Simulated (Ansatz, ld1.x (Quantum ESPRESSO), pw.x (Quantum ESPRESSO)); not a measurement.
Equation-of-state test of one PAW potential (lithium (Li))

```json
{
 "Element": "lithium (Li)",
 "Generator": "ld1.x (Quantum ESPRESSO) 7.5",
 "Type": "PAW",
 "Functional": "LDA (PW92)",
 "Relativity": "scalar-relativistic",
 "Frozen core": "none",
 "Valence charge": "3",
 "Reference configuration": "1s2 2s1 2p0",
 "Partial waves": "1s (bound): rcut 1.00, rcutus 1.35 bohr; 2s (bound): rcut 1.00, rcutus 1.35 bohr; 2p (bound, empty): rcut 3.60, rcutus 4.45 bohr; 2p channel at 2.6 Ry: rcut 3.60, rcutus 4.45 bohr; 3d channel at -0.1 Ry: rcut 2.70, rcutus 3.55 bohr; 3d channel at 1.15 Ry: rcut 2.70, rcutus 3.55 bohr",
 "Local potential": "all-electron potential smoothed inside 2.45 bohr (lloc = -2)",
 "Core correction": "none",
 "Augmentation charge": "BESSEL, radius 0.95 bohr"
}
```

Atomic tests: cutoffs needed: 40 Ry and 50 Ry (the cutoffs (Ry, on a coarse ladder) from which the occupation-weighted sum of valence levels, in a spherical-Bessel basis at the reference potential, stays within 10 and 1 mRy of its value at 400 Ry); ghost test: no extra level below or beside the all-electron valence levels (s, p, d, f tested) (spherical-Bessel basis up to 400 Ry, 20 bohr box); configuration tests: test run stopped at test 2 of 6 (negative rho), 1 before it not solved.

Crystal test: fcc Li in pw.x 7.5, no spin, 13³ k-points, Fermi–Dirac smearing 0.01 Ry, cutoffs 60/480 Ry. The reference is all-electron LAPW (Ansatz 0.2.0) with the same functional, mesh and smearing; V0 and B0 come from Birch–Murnaghan fits to the pressures at five volumes. Errors are pseudo minus all-electron; Δ is the rms difference of the E(V) curves that follow from these fits, minima aligned, over ±6 % about the mean V0. Mesh and smearing are coarse, so the numbers serve the comparison and aren't converged zero-temperature values; the lattice is a test structure that the element need not adopt.

All-electron: a0 = 4.237 Å (V0 = 19.01 Å³/atom), B0 = 14.9 GPa.

**Question.** How far does the potential miss the all-electron equation of state?

**Answer.** mean pressure error (GPa): +1.89. The pressure does not cross zero within the volumes sampled, so no fit is given. The largest radius (4.45 bohr) exceeds half the bond length (2.83 bohr), so the spheres overlap, which is one possible source of error among others. This is a poor potential for the solid. Atomic configuration tests: test run stopped at test 2 of 6 (negative rho), 1 before it not solved.

| V (Å³/atom) | P all-electron (GPa) | P pseudo (GPa) |
| --- | --- | --- |
| 18.111 | 0.78 | 2.81 |
| 18.587 | 0.35 | 2.29 |
| 19.064 | -0.04 | 1.84 |
| 19.541 | -0.39 | 1.43 |
| 20.017 | -0.70 | 1.07 |

**Question.** At the middle volume, how do free energy and pressure move when the wave cutoff is lowered (ecutrho held at 480 Ry)?

**Answer.**

```csv
cutoff (Ry),shift of F (meV/atom),shift of P (GPa)
27,+449.3,-2.55
36,+195.7,-3.57
48,+24.8,-1.38
```

Input at the middle volume:

```
&control
  calculation='scf', prefix='x', pseudo_dir='./', outdir='./tmp', tstress=.true., disk_io='none'
/
&system
  ibrav=0, nat=1, ntyp=1, ecutwfc=60, ecutrho=480, nbnd=8,
  occupations='smearing', smearing='fd', degauss=0.01
/
&electrons
  conv_thr=1e-09, mixing_beta=0.4, electron_maxstep=70
/
ATOMIC_SPECIES
Li 1.0 Li.UPF
CELL_PARAMETERS angstrom
  0.00000000 2.12028713 2.12028713
  2.12028713 0.00000000 2.12028713
  2.12028713 2.12028713 0.00000000
ATOMIC_POSITIONS crystal
Li 0.0000 0.0000 0.0000
K_POINTS automatic
13 13 13 0 0 0
```

```bash
pw.x < Li.scf.in > Li.scf.out
```

Lines of the output:

```
Message from routine setup:
     using ibrav=0 with symmetry is DISCOURAGED, use correct ibrav instead
     lattice parameter (alat)  =       5.6664  a.u.
     unit-cell volume          =     128.6502 (a.u.)^3
     number of electrons       =         3.00
     number of Kohn-Sham states=            8
     kinetic-energy cutoff     =      60.0000  Ry
     charge density cutoff     =     480.0000  Ry
     scf convergence threshold =      1.0E-09
     Exchange-correlation= SLA  PW   NOGX NOGC
     number of k points=    84  Fermi-Dirac smearing, width (Ry)=  0.0100
     iteration #  1     ecut=    60.00 Ry     beta= 0.40
     total energy              =     -14.80080568 Ry
     estimated scf accuracy    <       0.00257232 Ry
     iteration #  2     ecut=    60.00 Ry     beta= 0.40
     total energy              =     -14.80376057 Ry
     estimated scf accuracy    <       0.00106265 Ry
     iteration #  3     ecut=    60.00 Ry     beta= 0.40
     total energy              =     -14.80395410 Ry
     estimated scf accuracy    <       0.00000196 Ry
     iteration #  4     ecut=    60.00 Ry     beta= 0.40
     total energy              =     -14.80395627 Ry
     estimated scf accuracy    <       0.00000076 Ry
     iteration #  5     ecut=    60.00 Ry     beta= 0.40
     total energy              =     -14.80395631 Ry
     estimated scf accuracy    <          6.0E-09 Ry
     iteration #  6     ecut=    60.00 Ry     beta= 0.40
     total energy              =     -14.80395633 Ry
     estimated scf accuracy    <          5.2E-09 Ry
     iteration #  7     ecut=    60.00 Ry     beta= 0.40
     total energy              =     -14.80395633 Ry
     estimated scf accuracy    <          1.4E-09 Ry
     iteration #  8     ecut=    60.00 Ry     beta= 0.40
     the Fermi energy is     1.1079 ev
!    total energy              =     -14.80395634 Ry
     estimated scf accuracy    <          3.9E-11 Ry
     smearing contrib. (-TS)   =      -0.00246207 Ry
     convergence has been achieved in   8 iterations
          total   stress  (Ry/bohr**3)                   (kbar)     P=       18.38
     Message from routine punch:
     Nothing written, as per user request (disk_io='none')
```

The run at the middle volume (84 k-points, 8 iterations) took about 13 s on one core of a shared host (Neoverse-V1, 32 threads, 247 GiB, load 30).
